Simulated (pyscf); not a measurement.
PySCF, gas phase, ωB97X-D3(BJ)/def2-SVP geometries.

Question: Estimate the classical barrier height and the reaction energy of `[CH3][InH2]` + `[CH3]` [doublet] -> `[CH2][InH2]` [doublet] + `[CH4]` at ωB97M-D3(BJ)/def2-TZVP. The step runs on the doublet surface, breaks C–H and forms C–H; take the separated reactants as zero.

Answer: ΔE‡ = 56.2 kJ/mol, ΔE = -25.4 kJ/mol. Zero-point energy shifts the barrier by -1.1 kJ/mol. It is a hydrogen abstraction, with an imaginary mode of 1755i cm⁻¹. On the reactant side the descent ends in a complex (not fully relaxed), 32.0 kJ/mol under the separated species and 83.1 kJ/mol under the saddle at ωB97X-D3(BJ)/def2-TZVP. •H₂C–InH₂ lies 131.5 kJ/mol over its isomer [H₃C–InH]• (electronic energy, ωB97M-D3(BJ)/def2-TZVP). This is the saddle that the search found; another between the same sides may lie lower. The angle at the transferred H is 175°. Elements past Kr carry the def2 core potentials, without spin-orbit coupling.
